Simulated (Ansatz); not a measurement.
# CH4Si (SMILES [CH][SiH3]): methods side by side

The species is CH4Si (6 atoms), meant as a triplet with charge 0. SMILES: `[CH][SiH3]`. Geometry: relaxed at GFN2-xTB.

```xyz
6

C     0.6673   -0.8522    0.7346
Si   -0.2589    0.4043   -0.1786
H     1.1379   -1.8135    0.7310
H    -1.5441   -0.1432   -0.6446
H     0.5114    0.8610   -1.3475
H    -0.5136    1.5436    0.7052
```

Quantity: the energy change with the C1–H3 bond stretched from 1.070 to 2.676 Å, in eV. The values are calculated.

```
           level                    kind  program  value (eV)  CPU time (all runs)
      UHF/STO-3G            Hartree–Fock   Ansatz        4.39               0.32 s
 U-revPBE/STO-3G                     GGA   Ansatz        5.63                7.4 s
U-r2SCAN0/STO-3G         hybrid meta-GGA   Ansatz           ?                 15 s
   UBHLYP/STO-3G           global hybrid   Ansatz           ?                  8 s
    UPBE0/STO-3G           global hybrid   Ansatz        5.70                7.6 s
  U-wB97X/STO-3G  range-separated hybrid   Ansatz        5.77                 35 s
  RPA@PBE/STO-3G                     RPA   Ansatz        5.20                 11 s
   UCCSDT/STO-3G   coupled cluster or CI   Ansatz        4.86                2.2 s
      FCI/STO-3G      exact in the basis   Ansatz        4.86                9.6 s
```

Problem. Estimate what the levels marked ? give.

Solution. As computed at these levels: U-r2SCAN0/STO-3G: 5.54 eV; UBHLYP/STO-3G: 5.73 eV. The first shape isn't each level's own minimum. The values span 4.39 to 5.77 eV. Spin contamination of the reference (⟨S²⟩ at least 0.1 too high) touches UHF/STO-3G, U-revPBE/STO-3G, U-r2SCAN0/STO-3G, UBHLYP/STO-3G, UPBE0/STO-3G, U-wB97X/STO-3G, RPA@PBE/STO-3G, UCCSDT/STO-3G. All rows use very small basis sets, so even the best lies far from the true value. CPU times are rough (shared hosts, several kinds of processor): they show what a rung costs within a factor of a few.
